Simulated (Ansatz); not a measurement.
# SiH₅ (doublet): wave-function methods side by side at distance Si1–H5 along a hydrogen transfer = 2.072 Å, cc-pVDZ

Aim: climb from Hartree-Fock through coupled cluster and multireference methods for SiH₅ (doublet) at one geometry and basis, and see what each rung misses.

Program: Ansatz 0.2.0, Gaussian basis. Level of theory: cc-pVDZ, core rule «outside noble gas», up to 5 orbitals frozen. These are calculated values, not measurements.

To be run: UHF; CCSD(T) on ROHF; CCSD(T) on UHF; BCCD(T) on ROHF; CISD; CCSDT(Q) on ROHF; CCSDT(Q) on UHF; CASSCF and MRCISD+Q, 3 electrons in 3 orbitals; CASSCF and NEVPT2, 3 electrons in 3 orbitals; CASSCF and MRCISD+Q, 9 electrons in 9 orbitals; CASSCF and NEVPT2, 9 electrons in 9 orbitals.

7 further runs of the same task are left out: 7 that didn't finish.

### Step 1. The system

The geometry derives from fragments relaxed apart (PBE0/def2-TZVP) and kept rigid, so it is no stationary point. A hydrogen atom is moved between rigid fragments.

6 atoms, charge 0, spin multiplicity 2.

Atoms are counted from 1 here; the program's logs count them from 0.

Bond lengths: Si1–H2 1.485 Å, Si1–H3 1.485 Å, Si1–H4 1.485 Å, H5–H6 0.745 Å. Angles: H2–Si1–H3 109.5°, H2–Si1–H4 109.5°, H3–Si1–H4 109.5°.

### Step 2. UHF

The input, in.yaml:

```yaml
crystal:
  periodic: [false, false, false]
  atoms:
    - {symbol: Si, position_ang: [-0.103589, 0.000000, 0.000000]}
    - {symbol: H, position_ang: [-0.598461, 1.399708, 0.000000]}
    - {symbol: H, position_ang: [-0.598461, -0.699854, 1.212183]}
    - {symbol: H, position_ang: [-0.598461, -0.699854, -1.212183]}
    - {symbol: H, position_ang: [1.968411, 0.000000, 0.000000]}
    - {symbol: H, position_ang: [2.713411, 0.000000, 0.000000]}
basis:
  gaussian: {orbitals: cc-pVDZ}
magnetization: {spin_polarized: true, initial_magnetization: 1}
hamiltonian: {xc: hf}
output: {orbitals: {seedname: orbitals}}
```

Run with:

```sh
ansatz run in.yaml --threads 1 --pin off --events-out ev --progress --plain --max-ram 2393MiB
```

After this run come: CCSD(T) on ROHF; CCSD(T) on UHF; BCCD(T) on ROHF; CISD; CCSDT(Q) on ROHF; CCSDT(Q) on UHF; CASSCF and MRCISD+Q, 3 electrons in 3 orbitals; CASSCF and NEVPT2, 3 electrons in 3 orbitals; CASSCF and MRCISD+Q, 9 electrons in 9 orbitals; CASSCF and NEVPT2, 9 electrons in 9 orbitals.

**Question.** What will the summary of the whole plan be? Wanted: UCCSDT(Q) below the RHF energy; RMP2 from UCCSDT(Q); UMP2 from UCCSDT(Q); RCCSD from UCCSDT(Q); RCCSD(T) from UCCSDT(Q); UCCSD(T) from UCCSDT(Q); RCCSDT(Q) from UCCSDT(Q); NEVPT2 pair from UCCSDT(Q); NEVPT2 valence from UCCSDT(Q).

As calculated:

| quantity | value |
| --- | --- |
| UCCSDT(Q) below the RHF energy | -4.5363 eV |
| RMP2 from UCCSDT(Q) | +101.4 kJ/mol |
| UMP2 from UCCSDT(Q) | +100.9 kJ/mol |
| RCCSD from UCCSDT(Q) | +9.0 kJ/mol |
| RCCSD(T) from UCCSDT(Q) | +2.0 kJ/mol |
| UCCSD(T) from UCCSDT(Q) | +2.0 kJ/mol |
| RCCSDT(Q) from UCCSDT(Q) | 0.0 kJ/mol |
| NEVPT2 pair from UCCSDT(Q) | +97.5 kJ/mol |
| NEVPT2 valence from UCCSDT(Q) | +88.0 kJ/mol |
| MRCISD+Q valence from UCCSDT(Q) | +1.5 kJ/mol |
| levels within 1 kcal/mol (43 meV) | RCCSD(T), UCCSD(T), BCCD(T), RCCSDT, UCCSDT, RCCSDT(Q), MRCISD+Q valence |
| T1 diagnostic | 0.018 |
| effectively unpaired electrons | 1.02 |

RCCSD(T) lands +2.0 kJ/mol from the yardstick (0.5 % of the correlation energy). One determinant dominates. Of the multireference levels listed MRCISD+Q valence comes nearest in total energy (+1.5 kJ/mol), which doesn't show that its space is the better one. These misses are within one basis, not against nature; the frozen cores of restricted and unrestricted runs differ, which can shift their rows.
